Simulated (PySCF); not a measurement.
## Core-level binding energies of phosphonium

Phosphonium, PH4 (charge +1).
Numbering: `[PH4+:1]`

The calculation used delta-SCF UKS SCAN, pcX-2 on the ionised atom, pcseg-1 elsewhere, spin-free X2C in PySCF. Vertical ΔSCF values, vacuum level as zero.

Q: List the computed XPS lines with their assignment.

A: 
```csv
atom(s),bonded to,level,binding energy (eV),2p1/2 (eV),count
P1,4 H,P 2p3/2,146.35,147.24,1
P1,4 H,P 1s,2159.93,–,1
```

Q: Which photon energy gives electrons from P 1s of P1 a kinetic energy of 20 eV, and what is their de Broglie wavelength?

A: hν = 2159.93 + 20 = 2179.93 eV, recoil neglected; λ = 12.264 Å/√(E/eV) = 2.74 Å.

Q: What is the longest wavelength that can ionise P 1s of P1 vertically?

A: λ = hc/E = 12398.42 eV Å / 2159.93 eV = 5.740 Å.

Spin–orbit and ligand-field terms were added within each 2p shell after the spin-free SCF. 2p1/2 minus 2p3/2 (ligand field included): P 0.89 eV. The species carries charge +1, so core ionisation leaves charge +2. Geometry: PBE0-D3(BJ)/def2-SVP; no solvent, vibrations or thermal averaging.
